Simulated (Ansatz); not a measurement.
## Ansatz (development build ahead of 0.2.0) run

```yaml
crystal:
  periodic: [false, false, false]
  atoms:
    - { symbol: C, position_ang: [0.0, 0.0, -0.65261] }
    - { symbol: C, position_ang: [0.0, 0.0, 0.65261] }
    - { symbol: H, position_ang: [0.0, 0.0, -1.81359] }
    - { symbol: H, position_ang: [0.0, 0.0, 1.81359] }
basis:
  gaussian: { orbitals: def2-TZVP }
hamiltonian:
  xc: hf
correlation:
  method: mp2
  frozen_orbitals: { C: 1, H: 0 }
```

The input is written out in the form of the current development build from the run's settings.

The run gave:

| Property | Result |
| --- | --- |
| Converged | yes |
| Reference energy | -76.80935 hartree |
| Correlation energy | -0.32153 hartree |
| Total energy | -77.13088 hartree |
| Spin squared of the determinant | 0.000 |
